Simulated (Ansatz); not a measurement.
**BFH₂S: a ladder of functionals and wavefunction methods**

How much do the methods differ for BFH₂S? The plan is to run it at one geometry with functionals of several rungs and with coupled cluster, and see how far each lands from CCSD(T) at the basis-set limit for the atomisation energy.

Method: functionals in def2-TZVPP, the program's frozen cores in correlated methods; program: Ansatz 0.2.0, Gaussian basis.

Plan: LDA (SPW92), PBE-D4, revPBE-D4, BLYP-D4, r2SCAN-D4, B97M-V, PBE0-D4, B3LYP-D4, r2SCANh-D4, r2SCAN0-D4, HSE06-D4, BHLYP-D4, CAM-B3LYP-D4, LC-ωPBE, ωB97X-V, ωB97M-V, B2PLYP, PBE-QIDH; CCSD(T)/def2-SVP; CCSD(T)/def2-TZVPP; CCSD(T)/def2-QZVPP; extrapolation to the limit; RPA on PBE.

### Step 1. The geometry

An earlier PBE0-D4 in a triple-zeta def2 set relaxation fixed the geometry.

SMILES `FBS`, 5 atoms, charge 0, spin multiplicity 1.

Atoms are counted from 1 here; the program's logs count them from 0.

Bond lengths: F1–B2 1.322 Å, B2–S3 1.794 Å, B2–H4 1.194 Å, S3–H5 1.342 Å. Angles: F1–B2–S3 117.9°, F1–B2–H4 119.5°, S3–B2–H4 122.6°, B2–S3–H5 94.9°.

### Step 2. LDA

This LDA is Slater exchange with PW92 correlation.

in.yaml

```yaml
crystal:
  periodic: [false, false, false]
  atoms:
    - {symbol: F, position_ang: [-1.119107, -0.905887, -1.069200]}
    - {symbol: B, position_ang: [-0.412799, -0.339131, -0.106107]}
    - {symbol: S, position_ang: [0.972370, 0.698626, -0.579391]}
    - {symbol: H, position_ang: [-0.712014, -0.530924, 1.033689]}
    - {symbol: H, position_ang: [1.321449, 1.003717, 0.679609]}
basis:
  gaussian: {orbitals: def2-TZVPP}
hamiltonian: {xc: lda}
output: {orbitals: {seedname: orbitals}}
```

After this run come: PBE-D4 (GGA); revPBE-D4 (GGA); BLYP-D4 (GGA); r2SCAN-D4 (meta-GGA); B97M-V (meta-GGA); PBE0-D4 (hybrid); B3LYP-D4 (hybrid); r2SCANh-D4 (hybrid); r2SCAN0-D4 (hybrid); HSE06-D4 (hybrid); BHLYP-D4 (hybrid); CAM-B3LYP-D4 (range-separated); LC-ωPBE-D4 (range-separated); ωB97X-V (range-separated); ωB97M-V (range-separated); B2PLYP (double hybrid); PBE-QIDH (double hybrid); CCSD(T) in def2-SVP; CCSD(T) in def2-TZVPP; CCSD(T) in def2-QZVPP; RPA on PBE orbitals.

Q: Predict the results of all the runs planned. Wanted: atomisation energy, CCSD(T)/CBS; farthest beyond LDA; mean size of error, GGA; mean size of error, meta-GGA; mean size of error, hybrid; mean size of error, range-separated; mean size of error, double hybrid; gap, smallest and largest; T1 diagnostic.

The runs gave:

| quantity | value |
| --- | --- |
| atomisation energy, CCSD(T)/CBS | 18.743 eV |
| functionals within 0.094 eV (0.5 %) | revPBE-D4, BLYP-D4, PBE0-D4, B3LYP-D4, HSE06-D4, LC-ωPBE, B2PLYP, PBE-QIDH |
| farthest beyond LDA | BHLYP-D4 (-0.524 eV) |
| mean size of error, GGA | 0.196 eV |
| mean size of error, meta-GGA | 0.274 eV |
| mean size of error, hybrid | 0.159 eV |
| mean size of error, range-separated | 0.126 eV |
| mean size of error, double hybrid | 0.061 eV |
| gap, smallest and largest | 5.37 eV (LDA (SPW92)), 12.70 eV (LC-ωPBE) |
| T1 diagnostic | 0.0136 |
| triples share of the correlation energy | 3.5 % |

**Reading.** LDA overbinds by 2.868 eV (15 %). PBE-D4 misses by +0.476 eV. Double hybrids carry the basis error of their MP2 part in triple zeta, and no dispersion term here, so their miss is partly the set-up's. Taken by rung, double hybrid functionals do best (0.061 eV on average) and meta-GGA ones worst beyond LDA (0.274 eV). The reference freezes the cores and leaves out relativity and excitations past (T), so misses under about 0.094 eV can't be ranked. Hartree-Fock recovers 76 % of the binding; the rest is correlation. CCSD(T) in def2-SVP is off by -0.907 eV, more than most functionals: a good method in a small basis is no reference. Orbital gaps span 5.4 to 12.7 eV; exact exchange widens them.
